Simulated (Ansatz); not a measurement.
# CHAlN, doublet: the ladder up to UCCSDT(Q)

Geometry: displaced at random from a stationary point.

```xyz
4

Al    0.0597    0.1111    1.0031
C    -0.1052    0.4996   -1.1121
N    -0.0286   -0.7151   -0.8332
H     0.0545    1.0088   -2.0204
```

Basis cc-pVDZ; Ansatz 0.2.0. Only valence electrons are correlated (noble-gas cores frozen), which leaves 13 electrons in 44 orbitals. R marks a restricted (for open shells ROHF) determinant, U an unrestricted one. Active spaces: frontier = (9e, 9o) about the gap.

Full CI isn't at hand for all of this; UCCSDT(Q) serves as the reference, and is uncertain by about the last step of the cluster series. The frozen core follows each run's orbitals, which can shift R against U totals by a few meV.

For open shells CISD is restricted-active-space CI with the open shells as a complete middle space.

```
UHF ⟨S²⟩                          : 0.786
T1 diagnostic (RCCSD)             : 0.0237
largest doubles amplitude (RCCSD) : 0.103
T1 diagnostic (UCCSD)             : 0.0297
```

```tsv
level	E − E(RHF) (eV)
UHF	-0.1732
RMP2	-9.1047
UMP2	-8.9353
RCCSD	-9.6427
UCCSD	-9.6531
RCCSD(T)	-10.0675
UCCSD(T)	-10.0637
```

**Question.** Estimate how far UCCSDT(Q) in cc-pVDZ lies from RCCSD(T). The table doesn't fix it; the size of (T) and the diagnostics are the guide.

**Answer.** UCCSDT(Q) in cc-pVDZ lies 2.35 mEh below RCCSD(T), which is 15 % of the (T) step (-15.61 mEh). The diagnostics are small and the rest is a small part of (T), but (T) is large here. The miss exceeds 1 kcal/mol.

The other levels:

```csv
level,E − E(UCCSDT(Q)) (mEh),share of correlation (%),wall time
CISD,56.23,84.90,4 s
BCCD(T),2.29,99.39,2.5 s
RCCSDT,1.78,99.52,–
UCCSDT,1.72,99.54,–
RCCSDT(Q),0.03,99.99,1.8 min
CASSCF (frontier space),240.22,35.48,–
MRCISD (frontier space),26.16,92.97,–
MRCISD+Q (frontier space),4.00,98.93,18 s
```

The correlation energy at UCCSDT(Q), counted from RHF, is -10.131 eV. That run took 1.7 min on 1 thread of Arm Neoverse V2, shared host.

Times hold each run's SCF and search for its determinant on a shared host, so for small cases they say little of a method's own cost; they ran on 1 thread of Arm Neoverse V2.
